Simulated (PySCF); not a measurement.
Compound: C₃H₄FN.
SMILES with atom numbers: `[F:1][CH2:2][C:3]1=[N:4][CH2:5]1` (hydrogens: H6, H7 on C2; H8, H9 on C5)

The dihedral F1–C2–C3–C5 (about C2–C3) is held at set values while the rest relaxes with GFN2-xTB, each point from its own start; single points follow at PBE0/pcSseg-1 (PySCF, gas phase, no added dispersion term).

Problem. How do energy and geometry vary along the scan?

Solution. 
| dihedral (°) | PBE0/pcSseg-1 (kJ/mol) | GFN2-xTB (kJ/mol) | dipole (D) | F1···C5 (Å) | C2–C3 (Å) | F1–C2–C3 (°) | C2–C3–C5 (°) | HOMO (eV) | LUMO (eV) | C2–C3–N4–C5 (°) | C2–C3–C5–N4 (°) |
| --- | --- | --- | --- | --- | --- | --- | --- | --- | --- | --- | --- |
| 0 | 0.3 | 0.0 | 1.22 | 3.23 | 1.459 | 111.7 | 147.5 | -7.92 | -0.55 | 180 | 180 |
| 30 | 0.0 | 1.7 | 1.35 | 3.27 | 1.461 | 111.6 | 147.5 | -7.93 | -0.66 | -173 | 173 |
| 60 | 2.1 | 6.8 | 1.70 | 3.38 | 1.465 | 111.6 | 147.5 | -7.93 | -0.89 | -168 | 167 |
| 90 | 10.0 | 12.9 | 2.42 | 3.51 | 1.473 | 110.3 | 147.2 | -7.90 | -1.11 | -174 | 174 |
| 120 | 13.0 | 12.3 | 3.12 | 3.65 | 1.470 | 110.6 | 146.5 | -7.85 | -0.98 | 174 | -174 |
| 150 | 5.6 | 7.3 | 3.42 | 3.77 | 1.462 | 112.1 | 144.8 | -7.89 | -0.62 | 174 | -174 |
| 180 | 1.7 | 4.6 | 3.48 | 3.81 | 1.458 | 112.8 | 143.5 | -7.92 | -0.44 | 180 | 180 |
| 210 | 5.6 | 7.3 | 3.42 | 3.77 | 1.462 | 112.1 | 144.8 | -7.89 | -0.62 | -174 | 174 |
| 240 | 13.0 | 12.3 | 3.12 | 3.65 | 1.470 | 110.6 | 146.5 | -7.85 | -0.98 | -174 | 174 |
| 270 | 10.1 | 12.9 | 2.42 | 3.51 | 1.473 | 110.4 | 147.2 | -7.90 | -1.11 | 174 | -174 |
| 300 | 2.1 | 6.8 | 1.70 | 3.38 | 1.465 | 111.5 | 147.4 | -7.93 | -0.89 | 168 | -167 |
| 330 | 0.0 | 1.7 | 1.35 | 3.27 | 1.461 | 111.6 | 147.5 | -7.93 | -0.66 | 173 | -173 |

Each energy column counts from its own lowest point; dipole and orbital energies are those of PBE0/pcSseg-1.

Problem. Where are the low and high points of the PBE0/pcSseg-1 curve on this grid?

Solution. Below both neighbours: 30° (0.0), 180° (antiperiplanar, 1.7), 330° (0.0). Above both neighbours: 0° (0.3), 120° (13.0), 240° (13.0) kJ/mol. The highest point lies 13.0 kJ/mol above the lowest; in GFN2-xTB the span is 12.9, with the lowest point at 0°. The points were relaxed apart, so other rotors need not follow one smooth path.

Problem. How much does C2–C3 change along the scan?

Solution. From 1.458 Å (at 180°) to 1.473 Å (at 90° and 270°).

Problem. What dipole would a 298 K Boltzmann average over these twelve points give?

Solution. With weights exp(−E/RT), √⟨μ²⟩ = 1.90 D, against 1.35 D at 30°. Weights in order of angle: 20, 22, 10, 0, 0, 2, 11, 2, 0, 0, 9, 22 %.
